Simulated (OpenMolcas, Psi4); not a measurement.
## How methods differ on [BF2]+ (SMILES F[B+]F)

The species is [BF2]+ (3 atoms), meant as a singlet with charge +1. SMILES: `F[B+]F`. The shape is that of a PBE0-D4/def2-TZVP optimisation.

| atom | x (Å) | y (Å) | z (Å) |
| --- | --- | --- | --- |
| F | 0.3297 | 1.1405 | 0.3077 |
| B | 0.0000 | 0.0000 | 0.0000 |
| F | -0.3297 | -1.1405 | -0.3077 |

Quantity: the vertical ionisation energy (to the doublet dication), in eV. The values are calculated.

| level | kind | program | value (eV) | less CCSD(T)/cc-pVTZ | CPU time (all runs) |
| --- | --- | --- | --- | --- | --- |
| SVWN5/cc-pVTZ | LDA | Psi4 | 26.06 | -0.49 | 28 s |
| BLYP/cc-pVTZ | GGA | Psi4 | 25.60 | -0.95 | 49 s |
| revPBE/cc-pVTZ | GGA | Psi4 | 25.58 | -0.97 | 53 s |
| r2SCAN/cc-pVTZ | meta-GGA | OpenMolcas | 25.89 | -0.66 | 98 s |
| B3LYP/cc-pVTZ | global hybrid | OpenMolcas | 26.16 | -0.39 | 64 s |
| MP2/cc-pVTZ | perturbation theory | Psi4 | 27.21 | +0.66 | 29 s |
| CCSD(T)/cc-pVTZ | coupled cluster or CI | Psi4 | 26.55 | 0.00 | 4.5 min |

Differences are taken from CCSD(T)/cc-pVTZ for orientation; it has basis-set and higher-order errors of its own. Its T1 diagnostic reaches 0.048, a sign that one reference may not serve. The values span 25.58 to 27.21 eV. Spin contamination of the reference (⟨S²⟩ at least 0.1 too high) touches MP2/cc-pVTZ, CCSD(T)/cc-pVTZ. Times are those of the runs behind each value, whatever else they computed, on shared processors of several kinds: orders of magnitude only.
